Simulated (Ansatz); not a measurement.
Worked example: correlation energy of HO–B–P, quartet

Geometry: that of the HO–B–P, doublet, kept fixed. The doublet lies 3.7 eV lower here.

```xyz
4

O     0.0000   -0.2535    0.9679
B     0.0000   -0.1797   -0.3427
P     0.0000   -0.1445   -2.0788
H     0.0000    0.5778    1.4535
```

Basis cc-pVDZ; Ansatz 0.2.0. Correlated methods freeze the noble-gas cores, which leaves 15 electrons in 44 orbitals. R marks a restricted (for open shells ROHF) determinant, U an unrestricted one.

Full CI isn't at hand for all of this; UCCSDT(Q) serves as the reference, and is uncertain by about the last step of the cluster series.

Runs differ by some tens of microhartree through their thresholds and, for an open shell, their frozen cores, so steps under 0.03 kcal/mol mean nothing.

```csv
level,total energy (hartree)
UHF,-440.763222
UMP2,-441.081890
UCCSD,-441.113298
UCCSD(T),-441.122822
UCCSDT,-441.123961
UCCSDT(Q),-441.124849
```

Problem. What is the correlation energy at UCCSDT(Q), and what share of it do UMP2 and UCCSD recover?

Solution. E(corr) = -441.124849 − (-440.763222) = -0.361627 hartree = -9.840 eV. UMP2: -0.318668 / -0.361627 = 88.12 %. UCCSD: -0.350076 / -0.361627 = 96.81 %.

Problem. By how many kcal/mol does UCCSD(T) miss UCCSDT(Q) (1 hartree = 627.509 kcal/mol), and which steps make up the rest?

Solution. -441.122822 − (-441.124849) = 0.002027 hartree = 1.27 kcal/mol. Steps: UCCSDT − UCCSD(T) = -0.71, UCCSDT(Q) − UCCSDT = -0.56 kcal/mol. Differences between like states or geometries often cancel part of this.
